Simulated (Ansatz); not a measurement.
System: hcp Be. Method: PBE-D3(BJ) (PAW; Ansatz, a quantum-chemistry and plane-wave program).

Settings: plane-wave cutoff 500 eV, 36×36×20 k mesh (along the axes of the cell as run), Fermi–Dirac smearing 0.1 eV, scalar-relativistic PAW data made under PBE.

Computed at the level's own relaxed cell.

Q: Predict the equilibrium volume per atom, lattice constant a and lattice parameter c.

A: 
* **equilibrium volume per atom**: 7.43 Å³/atom
* **lattice constant a**: 2.214 Å
* **lattice parameter c**: 3.499 Å

Measured, for comparison: lattice constant a 2.286 Å (293 K, not corrected to a static lattice, our sources range from 2.286 to 2.290; as tabulated in Wikipedia's data pages); lattice parameter c 3.584 Å (293 K, not corrected to a static lattice; as tabulated in Wikipedia's data pages). Computed (rounded) less measured: lattice constant a -3.1 % (-3.1 % to -3.3 % over the range), lattice parameter c -2.4 %.
